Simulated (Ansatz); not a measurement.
We consider rock-salt TiN, described by r²SCAN in Ansatz (plane waves, PAW).

Run with plane-wave cutoff 500 eV, 16×16×16 k mesh, Fermi–Dirac smearing 0.05 eV, no spin polarisation, scalar-relativistic PAW data made under PBE.

Computed at the level's own relaxed cell.

### Question
What does this level give for the equilibrium volume per atom and lattice parameter a?

### Answer

* **equilibrium volume per atom**: 9.48 Å³/atom
* **lattice parameter a**: 4.233 Å

Measured, for comparison: equilibrium volume per atom 9.52 Å³/atom, lattice constant a 4.239 Å (temperature not stated, not corrected to a static lattice; as tabulated in Zhang et al. (2018), doi:10.1088/1367-2630/aac7f0). Computed (rounded) less measured: equilibrium volume per atom -0.4 %, lattice constant a -0.1 %. A static lattice is as a rule a little smaller and stiffer than an uncorrected measurement, which narrows the difference in the equilibrium volume per atom and would widen misses of the other sign.

Note: the run has no spin polarisation, so it can have missed a magnetic state.

The computed numbers hold no vibrational or temperature effects.

The result took about 28 core-seconds (a rough figure).

Ansatz is a first-principles code.
